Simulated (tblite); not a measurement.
C₃H₃ClN₂.
Numbering: `[Cl:1][c:2]1[n:3][cH:4][cH:5][nH:6]1` (hydrogens: H7 on C4; H8 on C5; H9 on N6)

Computed with GFN2-xTB (tblite), gas phase: Langevin dynamics at 200 K from the optimised GFN2-xTB geometry, time step 0.5 fs, friction 0.01 fs⁻¹, 2000 steps.

Start geometry:
```
atom  x, y, z in Å
Cl1     2.759   -0.513    0.058
C2      1.070   -0.385    0.021
N3      0.225   -1.373    0.005
C4     -1.006   -0.791   -0.022
C5     -0.889    0.567   -0.023
N6      0.457    0.825    0.005
H7     -1.888   -1.397   -0.040
H8     -1.620    1.347   -0.040
H9      0.905    1.726    0.012
```

The statistics below take the 31 frames saved every 25 fs from 250 to 1000 fs; their kinetic temperature (all 3N coordinates) averages 202 K.

**Question.** How do the bond lengths spread?

**Answer.** 
```csv
bond,start (Å),mean (Å),standard deviation (Å),shortest (Å),longest (Å)
Cl1–C2,1.694,1.697,0.027,1.634,1.761
C2–N3,1.300,1.305,0.015,1.278,1.328
N3–C4,1.362,1.361,0.022,1.311,1.400
C4–C5,1.363,1.366,0.022,1.336,1.421
C5–N6,1.370,1.378,0.024,1.341,1.426
C2–N6,1.357,1.356,0.013,1.325,1.381
C4–H7,1.070,1.074,0.025,1.035,1.131
C5–H8,1.069,1.073,0.022,1.031,1.118
N6–H9,1.007,1.006,0.015,0.977,1.032
```

**Question.** Give the same statistics for bond angles, one of each kind among heavy atoms.

**Answer.** 
```json
{"angle": "Cl1–C2–N3", "start (°)": "126.2", "mean (°)": "126.3", "standard deviation (°)": "2.8", "smallest (°)": "121.3", "largest (°)": "131.2"}
{"angle": "Cl1–C2–N6", "start (°)": "121.2", "mean (°)": "120.6", "standard deviation (°)": "2.8", "smallest (°)": "115.4", "largest (°)": "125.7"}
{"angle": "N3–C2–N6", "start (°)": "112.6", "mean (°)": "112.6", "standard deviation (°)": "1.7", "smallest (°)": "109.7", "largest (°)": "117.6"}
{"angle": "C2–N3–C4", "start (°)": "105.3", "mean (°)": "105.0", "standard deviation (°)": "1.8", "smallest (°)": "101.2", "largest (°)": "109.5"}
{"angle": "N3–C4–C5", "start (°)": "110.4", "mean (°)": "110.6", "standard deviation (°)": "2.1", "smallest (°)": "106.5", "largest (°)": "115.3"}
{"angle": "C4–C5–N6", "start (°)": "105.8", "mean (°)": "105.4", "standard deviation (°)": "1.8", "smallest (°)": "99.9", "largest (°)": "108.6"}
{"angle": "C2–N6–C5", "start (°)": "106.0", "mean (°)": "106.0", "standard deviation (°)": "1.6", "smallest (°)": "102.5", "largest (°)": "109.8"}
```

**Question.** How far does each atom move about its mean position (frames aligned on the start, all atoms weighted alike), and what rms force does it feel?

**Answer.** 
| atom | rms displacement (Å) | rms force (eV/Å) |
| --- | --- | --- |
| Cl1 | 0.10 | 0.70 |
| C2 | 0.06 | 1.20 |
| N3 | 0.07 | 1.44 |
| C4 | 0.04 | 1.62 |
| C5 | 0.06 | 1.91 |
| N6 | 0.06 | 1.32 |
| H7 | 0.07 | 0.93 |
| H8 | 0.11 | 0.83 |
| H9 | 0.08 | 0.67 |

The displacements run from 0.04 to 0.11 Å.

**Question.** How widely does the potential energy scatter, against a harmonic estimate?

**Answer.** Mean 0.21 eV above the start, standard deviation 0.047 eV, range 0.14 to 0.34 eV. For 21 classical harmonic modes at 200 K the canonical values are 21kT/2 = 0.18 eV and kT·√(21/2) = 0.056 eV.

The run is classical and short, so these are rough statistics of one trajectory.

What follows is the cost of the whole dynamics run. Time: 6.2 s of wall time; peak memory 0.18 GiB. Hardware: Arm Neoverse V2, one thread, on a shared host.
